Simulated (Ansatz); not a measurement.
# BH8NSi: the cost of one run

All numbers below are computed with Ansatz 0.2.0 (RKS PBE0-D4/6-31G*).

## 1. The system as given

Bond lengths: N2–H3 1.060 Å, N2–H4 1.060 Å, B1–H5 1.190 Å, B1–H6 1.190 Å, B1–Si7 2.250 Å, Si7–H8 1.460 Å, Si7–H9 1.460 Å, Si7–H10 1.460 Å, N2–H11 1.148 Å, Si7–H11 1.459 Å. Angles (14 of 17 angles, heavy atoms first): H5–B1–Si7 105.4°, H6–B1–Si7 92.8°, B1–Si7–H8 109.5°, B1–Si7–H9 109.5°, B1–Si7–H10 109.5°, B1–Si7–H11 65.4°, N2–H11–Si7 139.0°, H3–N2–H4 120.0°, H3–N2–H11 101.4°, H4–N2–H11 84.8°, H5–B1–H6 120.0°, H8–Si7–H9 109.4°, H8–Si7–H10 109.4°, H8–Si7–H11 116.3°.

Structure file:

```xyz
11

B     0.0000    0.0000    0.0000
N     0.0000    0.0000    1.9000
H    -0.8770   -0.2713    2.4300
H     0.8770    0.2713    2.4300
H     1.0305    0.0000   -0.5950
H    -1.0305    0.0000   -0.5950
Si   -0.2814    2.1166    0.7095
H    -1.6383    2.5579    0.4002
H    -0.0669    2.1796    2.1523
H     0.6781    2.9876    0.0370
H    -0.1504    1.1313    1.7779
```

## 2. Pulling towards end A

Springs on the bonds that form and break draw the guess towards this end; the thresholds are loose.

The input, input.yaml:

```yaml
crystal:
  periodic: [false, false, false]
  atoms:
    - { symbol: B, position_ang: [0.0, 0.0, 0.0] }
    - { symbol: "N", position_ang: [0.0, 0.0, 1.9] }
    - { symbol: H, position_ang: [-0.877, -0.2713, 2.43] }
    - { symbol: H, position_ang: [0.877, 0.2713, 2.43] }
    - { symbol: H, position_ang: [1.0305, 0.0, -0.595] }
    - { symbol: H, position_ang: [-1.0305, 0.0, -0.595] }
    - { symbol: Si, position_ang: [-0.2814, 2.1166, 0.7095] }
    - { symbol: H, position_ang: [-1.6383, 2.5579, 0.4002] }
    - { symbol: H, position_ang: [-0.0669, 2.1796, 2.1523] }
    - { symbol: H, position_ang: [0.6781, 2.9876, 0.037] }
    - { symbol: H, position_ang: [-0.1504, 1.1313, 1.7779] }
basis:
  gaussian: { orbitals: "6-31G*" }
hamiltonian:
  xc: pbe0
  dispersion: d4
relax:
  f_tol: 0.15
  max_steps: 25
  restrain:
    - { distance: [0, 6], at: 3.15, k: 30.0 }
    - { distance: [10, 1], at: 2.26, k: 30.0 }
    - { distance: [0, 1], at: 1.55, k: 30.0 }
    - { distance: [10, 6], at: 1.46, k: 30.0 }
output:
  orbitals: {}
```

On the command line:

```sh
$ ansatz run input.yaml --threads 1 --pin off --max-ram 2048MiB --backend cpu --events-out ev --progress --plain --runs-dir out
```

**Question.** How long does this run take on 1 thread of Arm Neoverse V2, shared host, and how much memory does it need?

About 42 s, with a peak of 0.14 GiB.
